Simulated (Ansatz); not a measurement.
Input file:

```yaml
crystal:
  periodic: [false, false, false]
  atoms:
    - {symbol: Ge, position_ang: [0.000000, 0.000000, 0.000000]}
    - {symbol: F, position_ang: [0.000000, 0.000000, 1.755700]}
basis:
  gaussian: {orbitals: cc-pVDZ}
magnetization: {spin_polarized: true, initial_magnetization: 3}
correlation: {method: ccsd_t, electrons: outside_noble_gas}
```

```sh
$ ansatz run in.yaml --threads 1 --pin off --events-out ev --progress --plain --max-ram 2816MiB --backend cpu
```

Problem. Roughly how long does this take on 1 thread of AMD EPYC 7R13, shared host, and how much host memory?

Solution. 1.2 s wall and 0.15 GiB.

```
460 factors; integrals over basis functions are off by at most 9.2e-4 eV
mean field evaluation 1: about -59174.3453 eV, gradient 1.1e1 eV
mean field evaluation 2: about -59174.3503 eV, gradient 1.1e1 eV
mean field evaluation 4: about -59175.5604 eV, gradient 3.4e0 eV
mean field evaluation 8: about -59175.7627 eV, gradient 1.1e-1 eV
mean field evaluation 16: about -59175.5531 eV, gradient 3.4e0 eV
mean field evaluation 32: about -59170.6276 eV, gradient 1.6e-3 eV
mean field evaluation 64: about -59170.4408 eV, gradient 2.9e-3 eV
mean field evaluation 96: about -59172.1634 eV, gradient 5.6e-1 eV
mean field -59175.76395045 eV, -2174.6692144056 hartree, gradient 1.3e-6 eV, S^2 3.756701; 1 other end points of the search recorded, 0 dependent functions left out
determinant -59175.76395045 eV, -2174.6692144056 hartree, with singles and doubles -59182.06444643 eV, -2174.9007533621 hartree
determinant -59173.23802634 eV, -2174.5763884068 hartree, with singles and doubles -59178.96892949 eV, -2174.7869952129 hartree
15 core orbitals not correlated: weight in the atoms' cores, before any rotation towards them, 0.950 or more for the frozen orbitals, at most 0.049 for the correlated occupied ones
reference -59175.76395045 eV, -2174.6692144056 hartree; 7, 4 occupied and 19, 22 virtual orbitals, 460 factors
second order -6.09685306 eV of doubles, -0.00000000 eV of singles
cycle   1  -6.30145711 eV  change   -9.6e-4 eV  update   1.2e-3
cycle   2  -6.30165417 eV  change   -2.0e-4 eV  update   8.9e-4
cycle   3  -6.30174483 eV  change   -9.1e-5 eV  update   4.4e-4
cycle   4  -6.30188402 eV  change   -1.4e-4 eV  update   1.2e-4
cycle   5  -6.30203105 eV  change   -1.5e-4 eV  update   3.5e-5
cycle   6  -6.30207225 eV  change   -4.1e-5 eV  update   1.6e-5
cycle   7  -6.30207823 eV  change   -6.0e-6 eV  update   4.6e-6
perturbative correction -0.12378061 eV, -0.0045488535 hartree
Total energy: -59182.18980929 eV, -2174.9053603623 hartree
```

For the same geometry and basis UCCSDTQ lies 28.8 meV lower.
